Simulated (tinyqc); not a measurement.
A ladder of methods, and size consistency: correlation methods against full CI in the sto-3g basis, for H2O, spin multiplicity 1. Computed by the program tinyqc with PySCF. All electrons correlated; +Q is the Davidson correction (1 - c0^2) E_corr. The last columns treat two copies 100 angstrom apart as one system. FCI is the lowest singlet.

Geometry (angstrom):
```
atom,x,y,z
O,0.0000,0.0000,0.0000
H,0.0000,0.8290,0.5830
H,0.0000,-0.8290,0.5830
```

RHF energy of one = -74.960091 hartree

Correlation energies (hartree):
```
method,E_corr of one,share of FCI (%),E_corr of two at 100 angstrom,two minus twice one (mhartree)
MP2,-0.039606,70.3367,-0.079212,0.0000
CISD,-0.055309,98.2233,-0.107322,3.2952
CISD+Q,-0.057064,101.3403,-0.113516,0.6121
CCSD,-0.056145,99.7086,-0.112290,0.0000
CCSD(T),-0.056237,99.8719,-0.112474,0.0000
FCI,-0.056309,100.0000,-,-
```

What does the comparison show, and why?

MP2 recovers 70 %, CISD 98.2 % and CCSD 99.7 % of the FCI value (c0^2 = 0.968 in CISD). MP2 and coupled cluster are size consistent, so their last column vanishes; CISD loses 3.30 mhartree, since a double excitation on each copy is a quadruple of the pair, and the Davidson correction leaves +0.61.
